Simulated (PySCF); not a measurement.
Diamond-structure Si, treated with Hartree–Fock in PySCF (GTH pseudopotentials, Gaussian basis).

The cell has the measured lattice: a = b = c = 5.4300 Å, α = β = γ = 90.00°.

### Question
Predict the band gap and smallest direct gap on the k points sampled.

### Answer

- band gap = 6.76 eV ± 0.2
- smallest direct gap on the k points sampled = 9.41 eV ± 0.2

Note: cell and atoms aren't relaxed at this level.

A ± is a rough bar: the spread of an extrapolation, a floor set from checks against published values, or a statistical error.

The computed numbers hold no vibrational or temperature effects.
